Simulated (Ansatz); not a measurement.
Reaction: H5Si2OF (fluoro(silyloxy)silane, SMILES F[SiH2]O[SiH3]) → SiH3 (SMILES [SiH3], doublet) + H2SiOF (SMILES F[SiH2][O], doublet) (the O-Si bond breaks)
Each species at its own B3LYP-D3(BJ)/def2-TZVP minimum (Ansatz, a first-principles code), one conformer.

Property: bond dissociation energy (electronic), in kcal/mol. Open shells are spin-unrestricted; no spin-orbit coupling. CBS(X,Y): correlation extrapolated as X^-3, Hartree-Fock from the larger set. A bracket is a step between two methods taken in the basis named. Functionals run without relativity, which enters their misses. Double hybrids freeze cores in their MP2 part. '+ core + X2C': CCSD(T) terms for core correlation (cc-pwCVTZ, 1s frozen past Ne) and scalar relativity (cc-pVTZ-DK).

CCSD(T)/CBS(cc-pV(T+d)Z,cc-pV(Q+d)Z) + [CCSDT(Q) - CCSD(T)]/cc-pV(D+d)Z + core + X2C (Ansatz) gives 135.2 kcal/mol.

### Question
How far off this value is PBE/def2-TZVPD (Ansatz), in which direction, and which of these levels come nearer: r2SCAN/def2-TZVPD, B3LYP/def2-TZVPD, PBE0/def2-TZVPD, wB97M-V/def2-TZVPD, B2PLYP/def2-TZVPD, CCSD(T)/CBS(cc-pV(T+d)Z,cc-pV(Q+d)Z) + core + X2C?

### Answer
PBE gives 121.4 kcal/mol, 13.8 kcal/mol below it. Differences of the others: r2SCAN/def2-TZVPD (Ansatz) -11.3; B3LYP/def2-TZVPD (Ansatz) -10.8; PBE0/def2-TZVPD (Ansatz) -10.5; wB97M-V/def2-TZVPD (Ansatz) -2.8; B2PLYP/def2-TZVPD (Ansatz) -4.9; CCSD(T)/CBS(cc-pV(T+d)Z,cc-pV(Q+d)Z) + core + X2C (Ansatz) 0.2 kcal/mol. Nearer than PBE: r2SCAN/def2-TZVPD, B3LYP/def2-TZVPD, PBE0/def2-TZVPD, wB97M-V/def2-TZVPD, B2PLYP/def2-TZVPD, CCSD(T)/CBS(cc-pV(T+d)Z,cc-pV(Q+d)Z) + core + X2C.
